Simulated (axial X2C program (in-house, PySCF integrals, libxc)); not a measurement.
# Density and ELF of PS⁻

All values were computed with an axial X2C code built on PySCF integrals. Spin-free means the one-electron spin-free X2C Hamiltonian. Basis: S dyall-av3z [9s8p3d2f], P dyall-av3z [9s8p3d2f] (cores contracted in-house); Gaussian nuclei, density fitting, unrestricted open shells. Masses: S 31.972 u, P 30.974 u.

PBE0, spin-free, state M_S = 1, Λ = 0 (beyond evenly filled blocks: π+α, π-α); S at z = 0, P at z = 2.009 Å.

The maps cover the half plane through the axis: z from -2.4 to 4.2 Å along the bond, ρ from 0.15 to 2.25 Å away from it (steps of 0.3 Å, the bottom row nearest the axis).

log10 of the density in e/bohr³:

digits 0 to 9 span -4.22 to 1.22 evenly
```
00011222222222222221110
00112223333223333322211
01122333333333333332211
01223344444444444433221
11234455555445555443321
12234556665555555544322
12334566666656666554332
12344568986666897554332
```

Electron localisation function (collinear form, no current term, damped to 0 at low density):

digits 0 to 9 span 0.00 to 1.00 evenly
```
00001122210001244432100
00012344421012466654200
00024566642113678775310
00135678764335788886420
00146788886446889987520
00246888777666568987520
00247871016772111787520
00247836763870873387520
```

Axial spin density in 10⁻³ e/bohr³:

digits 0 to 9 span -8.70 to 8.70 evenly, values beyond are clipped
```
55555555544455555555555
55555555554455566555555
55555555554456777665555
55555667654457999876555
55555689974459999976555
55555799994369999975555
44445699994359999954444
44444334944445994123444
```

Occupations by symmetry block were frozen at the best pattern of an incomplete PBE0 search. Other states lie close and PBE0, whose exact exchange favours high spin, may order them wrongly; the determinant shown need not be the ground state. The nearest other spin-free determinant of the search, M_S = 0, Λ = 2, lies 0.65 eV up at the distance of the search. The highest occupied level of some functionals is positive through self-interaction error; at Hartree–Fock it is bound.
